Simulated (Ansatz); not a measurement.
**Ge (I4₁/amd, No. 141, 2 atoms in the cell; start mp-78; another form than the element's usual one): properties by level of theory**

```csv
level (code),lattice constant a (Å),c axis length (Å)
LDA (Ansatz),5.086,2.771
PBEsol (Ansatz),5.126,2.794
r²SCAN-D4 (Ansatz),5.126,2.804
r²SCAN+rVV10 (Ansatz),5.129,2.806
```

Caveats: the relaxation could not lower the start's symmetry, so the cell can be a saddle point above a distorted one (LDA, PBEsol, r²SCAN-D4, r²SCAN+rVV10). Ansatz's density-functional and Hartree–Fock values are scalar-relativistic unless marked +SOC, with PAW data made under PBE.

A start named mp-… is a Materials Project structure, which need not be a measured phase.

Ansatz is a first-principles code.
